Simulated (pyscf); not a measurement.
# Four-centre exchange: `[BH]=[O]` + `[FH]` -> `[BH]=[O]` + `[FH]`

Gas phase, singlet surface, charge 0. Bonds broken: B1–H3, F4–H5. Bonds formed: B1–H5, H3–F4. PySCF, gas phase, ωB97X-D3(BJ)/def2-SVP geometries. Correlated levels are frozen-core, on RHF or UHF. ΔMP2 is the change of the MP2 total energy from the triple- to the quadruple-zeta basis.

Transition state (Å):

```xyz
5

B      0.9816     0.7764    -0.4077
O      1.9963     1.4244    -0.3874
H     -0.4733     0.2685     0.0037
F     -1.1496    -0.5705    -0.4433
H     -0.0909    -0.3149    -0.8612
```

One imaginary mode, 2592i cm⁻¹; descent along it reached the two sides named.

```
bond   change  reactant side (Å)  saddle  product side
-----  ------  -----------------  ------  ------------
B1–H3  breaks              1.187   1.595           3.9
F4–H5  breaks              0.924   1.167         2.256
B1–H5   forms                3.9   1.596         1.187
H3–F4   forms              2.258   1.167         0.924
```

Electronic energies relative to the separated reactants (kcal/mol):

```csv
level,barrier,reaction energy,reverse barrier
ωB97X-D3(BJ)/def2-TZVP,69.8,0.0,69.8
PBE/def2-TZVP,57.8,0.0,57.8
r²SCAN/def2-TZVP,64.0,0.0,64.0
B3LYP-D3(BJ)/def2-TZVP,68.0,0.0,68.0
PBE0-D3(BJ)/def2-TZVP,65.5,0.0,65.5
M06-2X/def2-TZVP,71.7,0.0,71.7
ωB97M-D3(BJ)/def2-TZVP,68.6,0.0,68.6
HF/def2-TZVP,95.2,0.0,95.2
MP2/def2-QZVPP,72.1,0.0,72.1
CCSD/def2-TZVPP,77.0,0.0,77.0
CCSD(T)/def2-TZVPP,72.9,0.0,72.9
CCSD(T)/def2-TZVPP + ΔMP2(QZVPP),73.3,0.0,73.3
```

With CCSD(T)/def2-TZVPP + ΔMP2(QZVPP) energies and thermal terms (ideal gas, 1 atm, RRHO with modes under 100 cm⁻¹ raised to 100, one conformer, R ln 2 for chiral ones without a mode under 150 cm⁻¹), in kcal/mol:

| T (K) | ΔH‡ | ΔG‡ | ΔH | ΔG |
|---|---|---|---|---|
| 298 | 69.9 | 78.4 | 0.0 | 0.0 |
| 600 | 69.7 | 87.1 | 0.0 | 0.0 |
| 900 | 69.9 | 95.8 | 0.0 | 0.0 |
| 1200 | 70.2 | 104.3 | 0.0 | 0.0 |

The same reactants have a lower exit, to HO–BH–F (barrier +9.3 kcal/mol at ωB97M-D3(BJ), against +68.6 kcal/mol here). One saddle was located; it need not be the lowest between these sides. The CCSD(T) − MP2 part came from Ansatz, without density fitting, on the same reference.
